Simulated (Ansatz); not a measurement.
Ansatz (a program for electronic structure) input:

Ansatz 0.2 input:
```yaml
crystal:
  periodic: [false, false, false]
  atoms:
    - {symbol: O, position_ang: [0.18079969, 1.35809733, -0.27389077]}
    - {symbol: C, position_ang: [0.01481803, 0.05795521, 0.48622585]}
    - {symbol: H, position_ang: [0.27730306, 1.99334323, 0.43466644]}
    - {symbol: C, position_ang: [-1.30430824, -0.50114073, -0.00064997]}
    - {symbol: C, position_ang: [1.12259101, -0.83120874, -0.03526909]}
    - {symbol: H, position_ang: [-1.34571266, -0.63816707, -1.11781867]}
    - {symbol: H, position_ang: [1.09460006, -0.97005936, -1.15262913]}
    - {symbol: H, position_ang: [-2.14719011, 0.14726524, 0.26486815]}
    - {symbol: H, position_ang: [2.11509679, -0.43242283, 0.20406769]}
    - {symbol: H, position_ang: [-1.49493930, -1.48572808, 0.44625857]}
    - {symbol: H, position_ang: [1.05583988, -1.83264425, 0.40987234]}
basis:
  gaussian:
    orbitals: 6-31G*
total_charge: -1
magnetization: {spin_polarized: false}
correlation: {method: ccsd_t, electrons: outside_noble_gas}
```

Question: What final total energy does it print?

Answer: -193.04516 Eh (CCSD(T)/6-31G*).

It need not be the lowest isomer of its formula. Whether it binds its extra electron was not tested at this geometry.
